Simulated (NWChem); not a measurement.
# CH7BN− (SMILES C[BH2-]N): levels of theory compared

Aim: a comparison of 4 runs (HF/def2-SVP, CAM-B3LYP/6-31G, PBE/def2-SVP, PBE0/def2-SVP) of CH7BN−. 

The calculation is run with NWChem 7.3.0.

## (1) The molecule

CH7BN−: 10 atoms, total charge -1, spin state singlet. SMILES: `C[BH2-]N`. The shape is that of a GFN2-xTB optimisation. This is one conformer, not always the lowest.

Bond lengths: C1–B2 1.645 Å, B2–N3 1.568 Å, C1–H4 1.095 Å, C1–H5 1.093 Å, C1–H6 1.095 Å, B2–H7 1.227 Å, B2–H8 1.253 Å, N3–H9 1.019 Å, N3–H10 1.019 Å. Some angles: C1–B2–N3 109.0°, C1–B2–H7 110.9°, C1–B2–H8 109.3°, N3–B2–H7 108.1°, N3–B2–H8 111.1°, B2–C1–H4 111.8°, B2–C1–H5 111.9°, B2–C1–H6 112.3°, B2–N3–H9 108.7°, B2–N3–H10 108.5°.

## (2) Energy and forces at HF/def2-SVP (run 1)

Input file ch7bn.nw:

```
start ch7bn
title "CH7BN gradient"
memory total 2200 mb
charge -1

geometry units angstrom noautosym nocenter noautoz
C       -0.983210       0.401740      -0.623940
B        0.229940      -0.561220      -0.068910
N        1.271260       0.323300       0.699520
H       -1.726550      -0.168160      -1.191560
H       -0.610350       1.188480      -1.284240
H       -1.521920       0.900230       0.188880
H        0.810380      -1.112940      -0.999070
H       -0.251310      -1.445020       0.678370
H        1.978550      -0.285020       1.108340
H        0.803220       0.758620       1.492600
end

basis spherical bse
* library def2-SVP
end

scf
nopen 0
rhf
thresh 1e-08
maxiter 80
noprint "final vectors analysis"
end

task scf gradient
```

Started as:

```console
$ nwchem ch7bn.nw > ch7bn.out
```

What it wrote:

```text
[...]
  functions       =    77
[...]
  wavefunction    = RHF
[...]
         Total SCF energy =   -120.978895952885
      One-electron energy =   -311.044804401270
      Two-electron energy =    118.077269227154
 Nuclear repulsion energy =     71.988639221231
        Time for solution =     10.6s
[...]
                         RHF ENERGY GRADIENTS
    atom               coordinates                        gradient
                 x          y          z           x          y          z
   1 C      -1.857997   0.759179  -1.179076    0.000213   0.004379   0.002362
   2 B       0.434524  -1.060552  -0.130221   -0.002945  -0.011211  -0.009676
   3 N       2.402333   0.610948   1.321901   -0.003635   0.000230  -0.007298
   4 H      -3.262706  -0.317776  -2.251722    0.003433   0.001207   0.001666
   5 H      -1.153394   2.245902  -2.426862   -0.001892  -0.003684   0.002773
   6 H      -2.876012   1.701188   0.356931    0.002619  -0.002251  -0.003534
   7 H       1.531396  -2.103152  -1.887969   -0.003723   0.006308   0.009920
   8 H      -0.474907  -2.730692   1.281933    0.005027   0.007084  -0.002277
   9 H       3.738917  -0.538610   2.094459    0.006399  -0.006545   0.001627
  10 H       1.517866   1.433584   2.820605   -0.005496   0.004482   0.004438
[...]
```

It took 14 s on 1 thread of Intel Xeon Platinum 8259CL at 2.50GHz (Skylake/Cascade Lake), shared host; peak memory 0.1 GiB.

## (3) Energy and gradient at CAM-B3LYP/6-31G (run 2)

Input file mymol.nw:

```
echo
start mymol
memory total 2200 mb
charge -1

geometry units angstrom noautosym nocenter noautoz
  C       -0.983210       0.401740      -0.623940
  B        0.229940      -0.561220      -0.068910
  N        1.271260       0.323300       0.699520
  H       -1.726550      -0.168160      -1.191560
  H       -0.610350       1.188480      -1.284240
  H       -1.521920       0.900230       0.188880
  H        0.810380      -1.112940      -0.999070
  H       -0.251310      -1.445020       0.678370
  H        1.978550      -0.285020       1.108340
  H        0.803220       0.758620       1.492600
end

basis spherical bse
  * library 6-31G
end

dft
  xc xcamb88 1.00 lyp 0.81 vwn_5 0.19 hfexch 1.00
  cam 0.33 cam_alpha 0.19 cam_beta 0.46
  grid xfine
  convergence energy 1e-08
  direct
  iterations 100
  mulliken
  noprint "final vectors analysis"
end

task dft gradient
```

Started as:

```console
$ nwchem mymol.nw > mymol.out
```

What it wrote:

```text
[...]
          Wavefunction type:  closed shell.
          No. of atoms     :    10
          No. of electrons :    26
[...]
          Charge           :    -1
          Spin multiplicity:     1
[...]
          AO basis - number of functions:    41
[...]
              XC Information
              --------------
                     Hartree-Fock (Exact) Exchange  1.000
                   CAM-Becke88 Exchange Functional  1.000
                      VWN V Correlation Functional  0.190 local
              Lee-Yang-Parr Correlation Functional  0.810
[...]
 d= 0,ls=0.0,diis     1   -121.7469162811 -1.94D+02  1.93D-02  4.58D-01     4.9
[...]
 d= 0,ls=0.0,diis     9   -121.8205257297 -7.48D-09  7.56D-06  6.77D-09    32.5
         Total DFT energy =     -121.820525729740
      One electron energy =     -311.560777282685
           Coulomb energy =      136.968676480925
    Exchange-Corr. energy =      -19.217064149211
 Nuclear repulsion energy =       71.988639221231
[...]
      Total Density - Mulliken Population Analysis
     ---------------------------------------------
    Atom       Charge   Shell Charges
 -----------   ------   -------------------------------------------------------
    1 C    6     6.50   2.00  0.66  2.10  0.66  1.07
    2 B    5     4.62   2.00  0.50  1.51  0.24  0.38
    3 N    7     7.78   2.00  0.77  2.47  0.93  1.61
    4 H    1     0.97   0.54  0.43
    5 H    1     0.95   0.54  0.42
    6 H    1     0.98   0.54  0.44
    7 H    1     1.26   0.52  0.74
    8 H    1     1.29   0.52  0.77
    9 H    1     0.82   0.54  0.28
   10 H    1     0.82   0.54  0.28
[...]
  wavefunction    = closed shell
[...]
                         DFT ENERGY GRADIENTS
    atom               coordinates                        gradient
                 x          y          z           x          y          z
   1 C      -1.857997   0.759179  -1.179076   -0.004133   0.007184  -0.000053
   2 B       0.434524  -1.060552  -0.130221    0.004124  -0.007135   0.000476
   3 N       2.402333   0.610948   1.321901    0.000433   0.002012   0.000174
   4 H      -3.262706  -0.317776  -2.251722    0.003902   0.003198   0.002180
   5 H      -1.153394   2.245902  -2.426862   -0.003808  -0.004236   0.003293
   6 H      -2.876012   1.701188   0.356931    0.003023  -0.002830  -0.005651
   7 H       1.531396  -2.103152  -1.887969   -0.001189   0.003588   0.004637
   8 H      -0.474907  -2.730692   1.281933    0.002609   0.003102   0.000335
   9 H       3.738917  -0.538610   2.094459   -0.007363   0.001486  -0.000649
  10 H       1.517866   1.433584   2.820605    0.002402  -0.006369  -0.004740
[...]
```

Run time: 40 s. Hardware: 1 thread of Intel Xeon Platinum 8259CL at 2.50GHz (Skylake/Cascade Lake), shared host; peak memory 0.14 GiB.

Run 3 isn't shown in full; the table further down has it.

## (4) Energy and gradient at PBE0/def2-SVP (run 4)

Input file calc.nw:

```
start calc
title "CH7BN PBE0"
memory 2200 mb
charge -1

geometry units angstrom noautosym nocenter noautoz
  C       -0.983210       0.401740      -0.623940
  B        0.229940      -0.561220      -0.068910
  N        1.271260       0.323300       0.699520
  H       -1.726550      -0.168160      -1.191560
  H       -0.610350       1.188480      -1.284240
  H       -1.521920       0.900230       0.188880
  H        0.810380      -1.112940      -0.999070
  H       -0.251310      -1.445020       0.678370
  H        1.978550      -0.285020       1.108340
  H        0.803220       0.758620       1.492600
end

basis "ao basis" spherical bse
  * library def2-SVP
end

dft
  xc pbe0
  grid xfine
  convergence energy 1e-08
  iterations 100
  mulliken
  noprint "final vectors analysis"
end

task dft gradient
```

Started as:

```console
$ nwchem calc.nw > calc.out
```

What it wrote:

```text
[...]
          Wavefunction type:  closed shell.
          No. of atoms     :    10
          No. of electrons :    26
[...]
          Charge           :    -1
          Spin multiplicity:     1
[...]
          AO basis - number of functions:    77
[...]
              XC Information
              --------------
                         PBE0 Method XC Functional
                     Hartree-Fock (Exact) Exchange  0.250
          PerdewBurkeErnzerhof Exchange Functional  0.750
            Perdew 1991 LDA Correlation Functional  1.000 local
           PerdewBurkeErnz. Correlation Functional  1.000 non-local
[...]
 d= 0,ls=0.0,diis     1   -121.6357054515 -1.94D+02  1.19D-02  3.75D-01     7.3
[...]
 d= 0,ls=0.0,diis     8   -121.6950921502 -6.08D-09  3.90D-06  1.34D-07    40.9
         Total DFT energy =     -121.695092150191
      One electron energy =     -311.359165366210
           Coulomb energy =      136.759770982104
    Exchange-Corr. energy =      -19.084336987315
 Nuclear repulsion energy =       71.988639221231
[...]
      Total Density - Mulliken Population Analysis
     ---------------------------------------------
    Atom       Charge   Shell Charges
 -----------   ------   -------------------------------------------------------
    1 C    6     6.11   1.99  0.89  0.21  2.07  0.93  0.02
    2 B    5     5.08   1.99  0.70  0.13  1.65  0.52  0.08
    3 N    7     7.26   1.99  1.00  0.46  2.38  1.42  0.01
    4 H    1     1.04   0.75  0.27  0.03
    5 H    1     1.04   0.75  0.27  0.03
    6 H    1     1.05   0.75  0.28  0.03
    7 H    1     1.21   0.74  0.47  0.01
    8 H    1     1.25   0.73  0.51  0.01
    9 H    1     0.97   0.74  0.18  0.05
   10 H    1     0.98   0.74  0.19  0.05
[...]
  wavefunction    = closed shell
                         DFT ENERGY GRADIENTS
    atom               coordinates                        gradient
                 x          y          z           x          y          z
   1 C      -1.857997   0.759179  -1.179076   -0.007644   0.010396  -0.001294
   2 B       0.434524  -1.060552  -0.130221   -0.001049  -0.013089  -0.011994
   3 N       2.402333   0.610948   1.321901   -0.001050  -0.003334   0.009850
   4 H      -3.262706  -0.317776  -2.251722    0.006492   0.003780   0.004006
   5 H      -1.153394   2.245902  -2.426862   -0.003739  -0.007622   0.005793
   6 H      -2.876012   1.701188   0.356931    0.005006  -0.004528  -0.007194
   7 H       1.531396  -2.103152  -1.887969   -0.003800   0.005645   0.009999
   8 H      -0.474907  -2.730692   1.281933    0.005833   0.007303  -0.001462
   9 H       3.738917  -0.538610   2.094459   -0.000683   0.000998  -0.003196
  10 H       1.517866   1.433584   2.820605    0.000634   0.000451  -0.004507
[...]
```

It took 51 s on 1 thread of Intel Xeon Platinum 8259CL at 2.50GHz (Skylake/Cascade Lake), shared host; peak memory 0.14 GiB.

## (5) The series

```csv
run,level,iteration cap,module,energy (Eh),largest force (eV/Å),wall time
1,HF/def2-SVP,80,scf,-120.978896,0.776,14 s
2,CAM-B3LYP/6-31G,100,dft,-121.820526,0.427,40 s
3,PBE/def2-SVP,100,dft,-121.666458,1.016,61 s
4,PBE0/def2-SVP,100,dft,-121.695092,0.915,51 s
```

## (6) What came out

```
                       quantity          value
            run 4: total energy  -121.69509 Eh
run 4: largest force on an atom     0.915 eV/Å
```

In words: Totals of different functionals can't be ranked against each other. In run 3 the HOMO lies above zero, so the outermost electron may be held by the basis alone. All runs together took 2.8 min, the longest 61 s.
